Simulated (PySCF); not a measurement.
Geometry (Å), atoms numbered from 1 in this order:
```xyz
16

O     1.247    1.409   -0.814
C     0.862    0.658    0.331
C     0.874   -0.842    0.043
C    -0.435   -1.062   -0.700
C    -1.425   -0.231    0.116
C    -0.611    0.982    0.608
H     2.161    1.194   -1.017
H     1.509    0.920    1.177
H     1.766   -1.154   -0.508
H     0.864   -1.389    0.993
H    -0.721   -2.112   -0.783
H    -0.349   -0.656   -1.711
H    -2.305    0.061   -0.459
H    -1.780   -0.817    0.969
H    -0.779    1.178    1.669
H    -0.865    1.894    0.066
```

Geometry: PBE0-D3(BJ)/def2-TZVP; GIAO absolute shieldings from PySCF 2.14, gas phase, non-relativistic, averaged over equivalent atoms.

At wB97X-D/pcSseg-2 (356 basis functions, 73 s wall time on 1 thread of an Arm Neoverse V1, shared host):
```tsv
atoms	σ (ppm)
O1	263.6
C2	107.1
C3/C6	146.4
C4/C5	158.2
H8	27.31
H12/H13	29.77
H10/H15	29.99
H9/H16	30.07
H11/H14	30.19
H7	31.64
```

**Question.** Estimate the result of repeating the calculation with KT3/pcSseg-2.

**Answer.** 
```json
{"atoms": "O1", "σ at KT3/pcSseg-2": "249.4", "change": "-14.2"}
{"atoms": "C2", "σ at KT3/pcSseg-2": "103.2", "change": "-3.9"}
{"atoms": "C3/C6", "σ at KT3/pcSseg-2": "143.4", "change": "-3.0"}
{"atoms": "C4/C5", "σ at KT3/pcSseg-2": "154.2", "change": "-4.0"}
{"atoms": "H8", "σ at KT3/pcSseg-2": "26.99", "change": "-0.32"}
{"atoms": "H12/H13", "σ at KT3/pcSseg-2": "29.66", "change": "-0.11"}
{"atoms": "H10/H15", "σ at KT3/pcSseg-2": "29.89", "change": "-0.10"}
{"atoms": "H9/H16", "σ at KT3/pcSseg-2": "30.01", "change": "-0.06"}
{"atoms": "H11/H14", "σ at KT3/pcSseg-2": "30.11", "change": "-0.08"}
{"atoms": "H7", "σ at KT3/pcSseg-2": "31.73", "change": "+0.09"}
```

The largest change is at O1 (alcohol oxygen). Cost: 356 basis functions, 85 s wall time on 1 thread of an Arm Neoverse V1, shared host. The order of the carbon signals is the same at both levels.
